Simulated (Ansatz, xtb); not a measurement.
## Two isomers of C4H6O

Structure I: `C=C(C)C=O`, a singlet. Structure II: `O[C@@H]1C=CC1`, a singlet. Both are isolated molecules in the gas phase, relaxed with r2SCAN-D4/def2-SVP; the shapes shown needn't be the lowest conformers.

I (Å):

```yaml
atoms:
  - { symbol: C, position_ang: [0.9480, 1.4485, 1.0217] }
  - { symbol: C, position_ang: [0.5402, 0.5910, 0.0667] }
  - { symbol: C, position_ang: [-0.8579, 0.0938, -0.1182] }
  - { symbol: C, position_ang: [1.5549, 0.0895, -0.8909] }
  - { symbol: O, position_ang: [1.3084, -0.6831, -1.7909] }
  - { symbol: H, position_ang: [1.9979, 1.7573, 1.0786] }
  - { symbol: H, position_ang: [0.2602, 1.8637, 1.7646] }
  - { symbol: H, position_ang: [-1.2211, 0.3442, -1.1280] }
  - { symbol: H, position_ang: [-0.8833, -1.0060, -0.0539] }
  - { symbol: H, position_ang: [-1.5449, 0.5158, 0.6282] }
  - { symbol: H, position_ang: [2.5945, 0.4841, -0.7219] }
```

II (Å):

```xyz
11

C     0.2662    1.0417   -0.5217
C     1.1397    0.5224    0.6086
C     1.2507    1.7329    1.1896
C     0.3341    2.4351    0.2113
O    -0.9842    0.4549   -0.7494
H    -1.4048    0.3351    0.1137
H     0.7771    1.0625   -1.5007
H     1.5581   -0.4666    0.8258
H     1.8342    2.1038    2.0396
H     0.7568    3.2813   -0.3604
H    -0.6454    2.7435    0.6162
```

Estimate E(II) − E(I) at the level CCSD(T)/def2-SVP + ΔMP2/def2-TZVPP.

Calculated at CCSD(T)/def2-SVP + ΔMP2/def2-TZVPP: E(II) − E(I) = +24.3 kcal/mol, so structure I lies lower.

Level by level:

```
                             level            geometry  E(II) − E(I) (kcal/mol)  departure from the last row (kcal/mol)  job, with rough time for the two
                          GFN2-xTB            GFN2-xTB                      +8.4                                   −15.9             optimisation, 0.096 s
                         HF/STO-3G            GFN2-xTB                      +9.7                                   −14.6               single point, 0.2 s
      r2SCAN-D4/def2-SVP//GFN2-xTB            GFN2-xTB                     +27.0                                    +2.7               single point, 2.2 s
                r2SCAN-D4/def2-SVP  r2SCAN-D4/def2-SVP                     +26.8                                    +2.6                optimisation, 17 s
                       HF/def2-SVP  r2SCAN-D4/def2-SVP                     +29.7                                    +5.4           part of the CCSD(T) run
                      MP2/def2-SVP  r2SCAN-D4/def2-SVP                     +27.3                                    +3.0           part of the CCSD(T) run
                  CCSD(T)/def2-SVP  r2SCAN-D4/def2-SVP                     +28.4                                    +4.1                      single point
CCSD(T)/def2-SVP + ΔMP2/def2-TZVPP  r2SCAN-D4/def2-SVP                     +24.3                                                        single point, 14 s
```

As drawn, II has 1 C–O, 1 C–C, 1 O–H in place of 1 C=O, 1 C–H. Structure I has no ring, II a 4-membered ring.

The levels shown agree on the order. The largest departure from CCSD(T)/def2-SVP + ΔMP2/def2-TZVPP is that of GFN2-xTB, 15.9 kcal/mol. The last row adds to CCSD(T) the change of the MP2 difference between the two basis sets, here −4.1 kcal/mol, a large step that makes the value less sure.

With harmonic frequencies from r2SCAN-D4/def2-SVP (ideal gas, rigid rotor, one conformer each, 298.15 K, 1 atm): the zero-point term adds +1.1 kcal/mol; ΔH is +24.9 and ΔG +26.2 kcal/mol.

The correlated steps freeze 5 core orbitals. Mirror images aren't counted in ΔG. Programs: Ansatz 0.2.0, xtb 6.7.1; the last row on 4 threads of Arm Neoverse V1 on a shared host.
